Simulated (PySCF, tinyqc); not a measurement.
Inside a calculation (part 2 of 2). Method: RHF in the sto-6g basis, for H2O, spin multiplicity 1. The lowest restricted solution is unstable here: a spin-polarised one lies 0.0143 hartree lower (PySCF). Computed by tinyqc, a small Python program that keeps every step (integrals from PySCF). Command: `OMP_NUM_THREADS=1 python tinyqc.py 31440 31441 out.jsonl` (the two numbers bound the seeds that draw the settings). One thread of a shared host (Intel(R) Xeon(R) Processor @ 2.60GHz), about 0.1 s of CPU time with the checks.

Geometry (angstrom):
```
atom         x          y         z
O     0.000000   0.000000  0.000000
H     0.000000   1.116000  0.750000
H     0.000000  -1.109000  0.745000
```

## Iteration 16 (converged): orbitals

converged F (hartree), order 1O 1s, 1O 2s, 1O 2px, 1O 2py, 1O 2pz, 2H 1s, 3H 1s:
```
[[-20.545720, -4.966130, 0.000000, 0.000127, -0.019028, -0.492510, -0.502360],
 [-4.966130, -2.277307, 0.000000, 0.000810, -0.021212, -0.518957, -0.526782],
 [0.000000, 0.000000, -0.394674, 0.000000, 0.000000, 0.000000, 0.000000],
 [0.000127, 0.000810, 0.000000, -0.154463, 0.001158, -0.300219, 0.303020],
 [-0.019028, -0.021212, 0.000000, 0.001158, -0.201084, -0.242839, -0.244512],
 [-0.492510, -0.518957, 0.000000, -0.300219, -0.242839, -0.255288, -0.099209],
 [-0.502360, -0.526782, 0.000000, 0.303020, -0.244512, -0.099209, -0.259521]]
```

X, order 1O 1s, 1O 2s, 1O 2px, 1O 2py, 1O 2pz, 2H 1s, 3H 1s:
```
[[1.021686, -0.126160, 0.000000, 0.000066, -0.003355, 0.013015, 0.013189],
 [-0.126160, 1.080072, 0.000000, -0.000695, 0.030417, -0.141620, -0.144187],
 [0.000000, 0.000000, 1.000000, 0.000000, 0.000000, 0.000000, 0.000000],
 [0.000066, -0.000695, 0.000000, 1.037369, -0.000328, -0.117057, 0.118693],
 [-0.003355, 0.030417, 0.000000, -0.000328, 1.015625, -0.073128, -0.074263],
 [0.013015, -0.141620, 0.000000, -0.117057, -0.073128, 1.055954, -0.027744],
 [0.013189, -0.144187, 0.000000, 0.118693, -0.074263, -0.027744, 1.057604]]
```

Diagonalise F' = X^T F X, C = X C', fill 5 alpha and 5 beta electrons from the bottom; D = 2 C_occ C_occ^T. Each column has its largest component positive (the first on a tie).

F' = X^T F X (hartree):
```
[[-20.225651, -2.486834, 0.000000, 0.000299, -0.034714, -0.037537, -0.039336],
 [-2.486834, -1.355038, 0.000000, -0.000733, 0.068854, -0.266570, -0.270783],
 [0.000000, 0.000000, -0.394674, 0.000000, 0.000000, 0.000000, 0.000000],
 [0.000299, -0.000733, 0.000000, -0.023088, 0.000205, -0.307172, 0.310046],
 [-0.034714, 0.068854, 0.000000, 0.000205, -0.136645, -0.229717, -0.231506],
 [-0.037537, -0.266570, 0.000000, -0.307172, -0.229717, -0.062841, -0.026368],
 [-0.039336, -0.270783, 0.000000, 0.310046, -0.231506, -0.026368, -0.062120]]
```

orbital energies (hartree): [-20.548425, -1.161911, -0.466100, -0.394674, -0.390868, 0.294982, 0.406940]

coefficients C, order 1O 1s, 1O 2s, 1O 2px, 1O 2py, 1O 2pz, 2H 1s, 3H 1s:
```
[[0.997057, -0.236974, -0.001552, 0.000000, 0.064317, -0.075434, 0.002020],
 [0.012792, 0.956279, 0.008459, 0.000000, -0.346112, 0.435422, -0.012427],
 [0.000000, 0.000000, 0.000000, 1.000000, 0.000000, 0.000000, 0.000000],
 [-0.000018, -0.000867, 0.609225, 0.000000, 0.008756, 0.016798, 0.855810],
 [0.001413, 0.034543, -0.010850, 0.000000, 0.737351, 0.705745, -0.014745],
 [-0.001794, 0.105957, 0.458176, 0.000000, 0.393798, -0.640110, -0.607546],
 [-0.001827, 0.107721, -0.468828, 0.000000, 0.378604, -0.616353, 0.636573]]
```

D after iteration 16, order 1O 1s, 1O 2s, 1O 2px, 1O 2py, 1O 2pz, 2H 1s, 3H 1s:
```
[[2.108836, -0.472266, 0.000000, -0.000389, 0.081328, -0.004562, -0.004540],
 [-0.472266, 2.068994, 0.000000, 0.002587, -0.444495, -0.062242, -0.064034],
 [0.000000, 0.000000, 2.000000, 0.000000, 0.000000, 0.000000, 0.000000],
 [-0.000389, 0.002587, 0.000000, 0.742464, -0.000368, 0.564977, -0.564800],
 [0.081328, -0.444495, 0.000000, -0.000368, 1.090000, 0.578107, 0.575938],
 [-0.004562, -0.062242, 0.000000, 0.564977, 0.578107, 0.752464, -0.108591],
 [-0.004540, -0.064034, 0.000000, -0.564800, 0.575938, -0.108591, 0.749495]]
```

## Convergence

Stop when the energy changes by less than 1e-10 hartree and every element of the error matrix X^T (F D S - S D F) X is below 3e-06.

Course of the cycle:
```
iteration   E (hartree)     change  largest element of the error matrix
1          -74.05119793          -                             3.90e-01
2          -75.39747968  -1.35e+00                             2.69e-01
3          -75.49211309  -9.46e-02                             1.29e-01
4          -75.51587642  -2.38e-02                             4.02e-02
5          -75.51887328  -3.00e-03                             1.81e-02
6          -75.51942298  -5.50e-04                             9.16e-03
7          -75.51955288  -1.30e-04                             4.73e-03
8          -75.51959647  -4.36e-05                             2.15e-03
9          -75.51960499  -8.52e-06                             9.26e-04
10         -75.51960644  -1.45e-06                             3.94e-04
11         -75.51960669  -2.46e-07                             1.67e-04
12         -75.51960673  -4.34e-08                             6.90e-05
13         -75.51960674  -7.27e-09                             2.97e-05
14         -75.51960674  -1.35e-09                             1.25e-05
15         -75.51960674  -2.34e-10                             5.12e-06
16         -75.51960674  -3.80e-11                             2.13e-06
```

PySCF RHF in the same basis = -75.51960674 hartree

Converged in 16 iterations.

## Populations, bond orders and dipole

overlap S, order 1O 1s, 1O 2s, 1O 2px, 1O 2py, 1O 2pz, 2H 1s, 3H 1s:
```
[[1.000000, 0.231145, 0.000000, 0.000000, 0.000000, 0.022656, 0.023112],
 [0.231145, 1.000000, 0.000000, 0.000000, 0.000000, 0.263505, 0.267305],
 [0.000000, 0.000000, 1.000000, 0.000000, 0.000000, 0.000000, 0.000000],
 [0.000000, 0.000000, 0.000000, 1.000000, 0.000000, 0.206466, -0.209016],
 [0.000000, 0.000000, 0.000000, 0.000000, 1.000000, 0.138754, 0.140412],
 [0.022656, 0.263505, 0.000000, 0.206466, 0.138754, 1.000000, 0.083099],
 [0.023112, 0.267305, 0.000000, -0.209016, 0.140412, 0.083099, 1.000000]]
```

Mulliken: Z minus the diagonal of D S on the atom; Loewdin: the same with S^(1/2) D S^(1/2); Mayer order: 2 sum_s sum (D(s) S)_ij (D(s) S)_ji over the two atoms.

Charges (e):
```
atom   Mulliken    Loewdin
1O    -0.154030  -0.121532
2H     0.076200   0.060192
3H     0.077829   0.061340
```

Mayer bond orders:
```
pair     order
2-1   0.984223
3-1   0.983972
3-2   0.009971
```

dipole moment about the origin, x y z (debye): [0.000000, -0.006664, 1.208458]
